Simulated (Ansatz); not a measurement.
C5H10 can be A, `C/C=C/CC`, or B, `CC1(C)CC1`.

Gas-phase electronic energies from Ansatz, PBE0-D4/def2-TZVP geometries. CBS: MP2 limit from def2 TZ/QZ plus the TZ coupled-cluster correction, frozen cores. DFT in def2-TZVPP. B3LYP here is the variant with VWN-RPA as its local correlation; programs differ in this. Each species was taken in one conformer, which may not be the lowest.

A:

```xyz
15

C    -0.994   -1.788   -1.545
C    -0.374   -0.503   -1.117
C    -0.426    0.000    0.111
C     0.204    1.282    0.544
C     1.242    1.082    1.642
H    -1.498   -2.284   -0.713
H    -0.244   -2.476   -1.949
H    -1.730   -1.627   -2.340
H     0.159    0.058   -1.884
H    -0.955   -0.560    0.883
H    -0.574    1.962    0.911
H     0.663    1.772   -0.321
H     0.800    0.600    2.518
H     1.665    2.036    1.966
H     2.060    0.447    1.294
```

B:

```xyz
15

C    -0.1454    1.5406    0.0732
C    -0.0584    0.0414   -0.0323
C    -1.1801   -0.6003   -0.8042
C     0.5082   -0.7103    1.1337
C     1.3037   -0.5750   -0.1345
H     0.6934    1.9475    0.6427
H    -0.1341    2.0050   -0.9178
H    -1.0696    1.8458    0.5739
H    -2.1482   -0.3859   -0.3410
H    -1.0626   -1.6857   -0.8463
H    -1.2127   -0.2268   -1.8325
H     0.8322   -0.1430    1.9985
H     0.0886   -1.6817    1.3679
H     1.4207   -1.4551   -0.7560
H     2.1643    0.0836   -0.1255
```

(1) Which is lower in electronic energy at CCSD(T)/CBS, and by how much? (An estimate is asked.)

(2) Give E(B) − E(A) in kcal/mol with CCSD(T)/def2-TZVPP, B2PLYP, r2SCAN-D4, HF/def2-TZVPP, B3LYP-D4, CCSD(T)/def2-SVP, ωB97M-V. (Best estimate.)

(3) Does the order hold for the free energy at 298.15 K (harmonic terms from PBE0-D4)? (An estimate is asked.)

Largest T1 diagnostic: 0.009.

Results:

(1) Computed: A, by 5.2 kcal/mol.

(2) Computed: CCSD(T)/def2-TZVPP 5.0, B2PLYP 6.7, r2SCAN-D4 3.8, HF/def2-TZVPP 9.2, B3LYP-D4 7.4, CCSD(T)/def2-SVP 3.7, ωB97M-V 3.7. None reverses the order clearly.

(3) The calculation gave: Yes: G(B) − G(A) = +7.1 kcal/mol, for one conformer each.

From r2SCAN to r2SCAN0 (25 % exact exchange), in def2-TZVPP and without D4, E(B) − E(A) moves by −1.3 kcal/mol. Leaving LDA and LC-ωPBE aside and taking each functional with its dispersion term where it has one, the values, not all of them listed here, spread over 7.6 kcal/mol, from PBE-QIDH to BLYP-D4. LDA lies −4.7 kcal/mol from PBE without D4.
